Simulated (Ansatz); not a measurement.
## Worked example: correlation energy of ClF⁺, doublet

Geometry: that of the ClF, singlet, kept fixed.

| atom | x (Å) | y (Å) | z (Å) |
| --- | --- | --- | --- |
| F | 0.0000 | 0.0000 | 0.0000 |
| Cl | 0.0000 | 0.0000 | 1.6197 |

Basis 6-31G; Ansatz 0.2.0. Correlated methods freeze the noble-gas cores, which leaves 13 electrons in 16 orbitals. R marks a restricted (for open shells ROHF) determinant, U an unrestricted one.

Full CI is exact within this basis and frozen core; it isn't the basis-set limit. The frozen core follows each run's orbitals, which can shift R against U totals by a few meV.

UCCSD has a T1 diagnostic of 0.054 and a largest doubles amplitude of 0.14.

Runs differ by some tens of microhartree through their thresholds and, for an open shell, their frozen cores, so the step to full CI, which has another core, is uncertain by up to 0.1 kcal/mol.

| level | total energy (hartree) |
| --- | --- |
| UHF | -558.318036 |
| UMP2 | -558.480475 |
| UCCSD | -558.499414 |
| UCCSD(T) | -558.502801 |
| UCCSDT | -558.504111 |
| UCCSDT(Q) | -558.505112 |
| UCCSDTQ | -558.504946 |
| full CI | -558.504995 |

**Question.** What is the correlation energy at full CI, and what share of it do UMP2 and UCCSD(T) recover?

**Answer.** E(corr) = -558.504995 − (-558.318036) = -0.186959 hartree = -5.087 eV. UMP2: -0.162439 / -0.186959 = 86.88 %. UCCSD(T): -0.184765 / -0.186959 = 98.83 %.

**Question.** By how many kcal/mol does UCCSD(T) miss full CI (1 hartree = 627.509 kcal/mol), and which steps make up the rest?

**Answer.** -558.502801 − (-558.504995) = 0.002194 hartree = 1.38 kcal/mol. Steps: UCCSDT − UCCSD(T) = -0.82, UCCSDT(Q) − UCCSDT = -0.63, UCCSDTQ − UCCSDT(Q) = 0.10, full CI − UCCSDTQ = -0.03 kcal/mol. Differences between like states or geometries often cancel part of this.
